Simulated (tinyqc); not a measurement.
CIS and TDHF on RHF in the sto-3g basis, for H2O, spin multiplicity 1, step by step (part 2 of 2). Computed by tinyqc, a small Python program that keeps every step (integrals from PySCF). Command: `OMP_NUM_THREADS=1 python tinyqc.py 28983 28984 out.jsonl` (the two numbers bound the seeds that draw the settings). One thread of a shared host (Intel(R) Xeon(R) Processor @ 2.60GHz), about 0.07 s of CPU time with the checks.

Geometry (angstrom):
```
atom       x        y       z
O     0.0000   0.0000  0.0000
H     0.0000   0.8360  0.6060
H     0.0000  -0.8360  0.6060
```

## CIS matrix, triplets

orbital energies (hartree): MO1 -20.2466, MO2 -1.2300, MO3 -0.5848, MO4 -0.4353, MO5 -0.3850, MO6 0.5267, MO7 0.6679

Two-electron integrals over orbitals (pq|rs), unique and non-zero (hartree):
```
(11|11) 4.7456      (21|11) -0.4229     (21|21) 0.0597      (22|11) 1.0111
(22|21) -0.0142     (22|22) 0.7228      (31|31) 0.0106      (32|31) 0.0170
(32|32) 0.1379      (33|11) 0.7756      (33|21) -0.0045     (33|22) 0.6271
(33|33) 0.6105      (41|11) 0.1717      (41|21) -0.0219     (41|22) 0.0139
(41|33) 0.0059      (41|41) 0.0261      (42|11) -0.1371     (42|21) 0.0085
(42|22) -0.0109     (42|33) 0.0057      (42|41) 0.0193      (42|42) 0.1283
(43|31) -0.0028     (43|32) 0.0254      (43|43) 0.0505      (44|11) 0.9745
(44|21) -0.0124     (44|22) 0.6721      (44|33) 0.5813      (44|41) -0.0103
(44|42) -0.1017     (44|44) 0.7486      (51|51) 0.0260      (52|51) 0.0329
(52|52) 0.1474      (53|53) 0.0273      (54|51) -0.0125     (54|52) -0.0448
(54|54) 0.0520      (55|11) 1.1153      (55|21) -0.0119     (55|22) 0.7502
(55|33) 0.6127      (55|41) 0.0048      (55|42) -0.0738     (55|44) 0.7138
(55|55) 0.8802      (61|11) -0.2206     (61|21) 0.0332      (61|22) -0.0019
(61|33) 2.46e-04    (61|41) 0.0011      (61|42) 0.0204      (61|44) -0.0173
(61|55) -0.0059     (61|61) 0.0283      (62|11) 0.2888      (62|21) -0.0066
(62|22) 0.1369      (62|33) 0.0688      (62|41) 0.0184      (62|42) 0.0263
(62|44) 0.0781      (62|55) 0.1509      (62|61) 0.0078      (62|62) 0.0977
(63|31) 0.0027      (63|32) -0.0418     (63|43) -0.0341     (63|63) 0.0760
(64|11) 0.2412      (64|21) -0.0028     (64|22) 0.1100      (64|33) 0.0447
(64|41) 0.0023      (64|42) -0.0363     (64|44) 0.1270      (64|55) 0.1309
(64|61) -0.0006     (64|62) 0.0625      (64|64) 0.0800      (65|51) 0.0146
(65|52) 0.0560      (65|54) 0.0018      (65|65) 0.0364      (66|11) 0.7831
(66|21) -0.0072     (66|22) 0.5988      (66|33) 0.5579      (66|41) 0.0195
(66|42) 0.0546      (66|44) 0.5438      (66|55) 0.5793      (66|61) 0.0084
(66|62) 0.0921      (66|64) 0.0475      (66|66) 0.5860      (71|31) 0.0148
(71|32) 0.0225      (71|43) -0.0040     (71|63) 0.0033      (71|71) 0.0208
(72|31) 0.0144      (72|32) 0.0484      (72|43) -0.0313     (72|63) 0.0325
(72|71) 0.0191      (72|72) 0.0655      (73|11) 0.3674      (73|21) -0.0072
(73|22) 0.1531      (73|33) 0.0894      (73|41) -4.49e-04   (73|42) -0.0751
(73|44) 0.1547      (73|55) 0.1970      (73|61) -0.0062     (73|62) 0.0737
(73|64) 0.0878      (73|66) 0.0406      (73|73) 0.1548      (74|31) -0.0087
(74|32) -0.0741     (74|43) -0.0050     (74|63) 0.0502      (74|71) -0.0121
(74|72) -0.0175     (74|74) 0.0686      (75|53) 0.0239      (75|75) 0.0251
(76|31) 0.0085      (76|32) 0.0942      (76|43) 0.0553      (76|63) -0.0687
(76|71) 0.0115      (76|72) -0.0057     (76|74) -0.0587     (76|76) 0.1158
(77|11) 0.8597      (77|21) -0.0093     (77|22) 0.6172      (77|33) 0.5958
(77|41) 0.0038      (77|42) -0.0180     (77|44) 0.5965      (77|55) 0.6196
(77|61) -0.0046     (77|62) 0.0659      (77|64) 0.0473      (77|66) 0.5564
(77|73) 0.0981      (77|77) 0.6097
```

A(ia,jb) = (e_a - e_i) d_ij d_ab - (ij|ab).

CIS matrix A, triplet (hartree):
```
         1>6      1>7      2>6      2>7      3>6      3>7      4>6      4>7
1>6  19.9902   0.0000   0.0072   0.0000   0.0000  -0.0085  -0.0195   0.0000
1>7   0.0000  20.0548   0.0000   0.0093  -0.0085   0.0000   0.0000  -0.0038
2>6   0.0072   0.0000   1.1579   0.0000   0.0000  -0.0942  -0.0546   0.0000
2>7   0.0000   0.0093   0.0000   1.2806  -0.0942   0.0000   0.0000   0.0180
3>6   0.0000  -0.0085   0.0000  -0.0942   0.5536   0.0000   0.0000  -0.0553
3>7  -0.0085   0.0000  -0.0942   0.0000   0.0000   0.6569  -0.0553   0.0000
4>6  -0.0195   0.0000  -0.0546   0.0000   0.0000  -0.0553   0.4182   0.0000
4>7   0.0000  -0.0038   0.0000   0.0180  -0.0553   0.0000   0.0000   0.5066
5>6   0.0000   0.0000   0.0000   0.0000   0.0000   0.0000   0.0000   0.0000
5>7   0.0000   0.0000   0.0000   0.0000   0.0000   0.0000   0.0000   0.0000

        5>6     5>7
1>6  0.0000  0.0000
1>7  0.0000  0.0000
2>6  0.0000  0.0000
2>7  0.0000  0.0000
3>6  0.0000  0.0000
3>7  0.0000  0.0000
4>6  0.0000  0.0000
4>7  0.0000  0.0000
5>6  0.3324  0.0000
5>7  0.0000  0.4332
```

## CIS triplet states

Diagonalise A (1 hartree = 27.211386 eV); each vector has its largest component positive (the first on a tie).

triplet excitation energies (eV): [9.0444, 10.8481, 11.7885, 12.7407, 15.7617, 17.8721, 32.0428, 35.1950, 543.9622, 545.7186]

lowest vectors, order 1>6, 1>7, 2>6, 2>7, 3>6, 3>7, 4>6, 4>7, 5>6, 5>7:
$$\begin{pmatrix}
0.0000 & 0.0010 & 0.0000 & 0.0000 & 0.0000 & 0.0001 \\
0.0000 & 0.0000 & 0.0000 & 0.0004 & 0.0002 & 0.0000 \\
0.0000 & 0.0996 & 0.0000 & 0.0000 & 0.0000 & 0.1516 \\
0.0000 & 0.0000 & 0.0000 & 0.0493 & 0.1229 & 0.0000 \\
0.0000 & 0.0000 & 0.0000 & 0.5805 & 0.8040 & 0.0000 \\
0.0000 & 0.2430 & 0.0000 & 0.0000 & 0.0000 & 0.9547 \\
0.0000 & 0.9649 & 0.0000 & 0.0000 & 0.0000 & -0.2560 \\
0.0000 & 0.0000 & 0.0000 & 0.8127 & -0.5817 & 0.0000 \\
1.0000 & 0.0000 & 0.0000 & 0.0000 & 0.0000 & 0.0000 \\
0.0000 & 0.0000 & 1.0000 & 0.0000 & 0.0000 & 0.0000
\end{pmatrix}$$

## TDHF (RPA) triplet states

B(ia,jb) = - (ib|ja); the squared energies are the eigenvalues of (A - B)(A + B); 1 hartree = 27.211386 eV.

TDHF matrix B, triplet (hartree):
```
         1>6      1>7      2>6      2>7      3>6      3>7      4>6      4>7
1>6  -0.0283   0.0000  -0.0078   0.0000   0.0000  -0.0033   0.0006   0.0000
1>7   0.0000  -0.0208   0.0000  -0.0191   0.0062   0.0000   0.0000   0.0121
2>6  -0.0078   0.0000  -0.0977   0.0000   0.0000  -0.0325  -0.0625   0.0000
2>7   0.0000  -0.0191   0.0000  -0.0655  -0.0737   0.0000   0.0000   0.0175
3>6   0.0000   0.0062   0.0000  -0.0737  -0.0760   0.0000   0.0000  -0.0878
3>7  -0.0033   0.0000  -0.0325   0.0000   0.0000  -0.1548  -0.0502   0.0000
4>6   0.0006   0.0000  -0.0625   0.0000   0.0000  -0.0502  -0.0800   0.0000
4>7   0.0000   0.0121   0.0000   0.0175  -0.0878   0.0000   0.0000  -0.0686
5>6   0.0000   0.0000   0.0000   0.0000   0.0000   0.0000   0.0000   0.0000
5>7   0.0000   0.0000   0.0000   0.0000   0.0000   0.0000   0.0000   0.0000

         5>6      5>7
1>6   0.0000   0.0000
1>7   0.0000   0.0000
2>6   0.0000   0.0000
2>7   0.0000   0.0000
3>6   0.0000   0.0000
3>7   0.0000   0.0000
4>6   0.0000   0.0000
4>7   0.0000   0.0000
5>6  -0.0364   0.0000
5>7   0.0000  -0.0251
```

squared energies w^2 (hartree^2): [0.1091, 0.1372, 0.1870, 0.1927, 0.3307, 0.4094, 1.3754, 1.6625, 399.6089, 402.1931]

TDHF energies from the positive w^2 (eV): [8.9899, 10.0803, 11.7687, 11.9455, 15.6491, 17.4121, 31.9126, 35.0854, 543.9616, 545.7176]
